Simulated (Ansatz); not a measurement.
The input, for Ansatz 0.2.0:

```yaml
crystal:
  periodic: [false, false, false]
  atoms:
    - {symbol: F, position_ang: [0.000000, 0.390347, 1.310206]}
    - {symbol: O, position_ang: [0.000000, 0.397529, -1.506653]}
    - {symbol: Si, position_ang: [0.000000, -0.490510, -0.027996]}
basis:
  gaussian: {orbitals: def2-SVP}
magnetization: {spin_polarized: false, initial_magnetization: 1}
hamiltonian: {xc: pbe}
correlation: {method: fic_mrcisd_q, electrons: valence, active_space: {window: {electrons: 3, orbitals: 3}}}
```

```sh
$ ansatz run in.yaml --threads 1 --pin off --events-out ev --progress --plain --max-ram 2393MiB
```

(1) One thing in this input was set wrong on purpose, beside settings that are merely unusual. What is the gravest fault, and what does the program do?

## Answers

(1) Active space on a functional. How the run ends: refused.
```
Error: invalid value for `correlation.active_space`: it starts from restricted Hartree–Fock orbitals; set hamiltonian.xc: hf without magnetization.spin_polarized
```
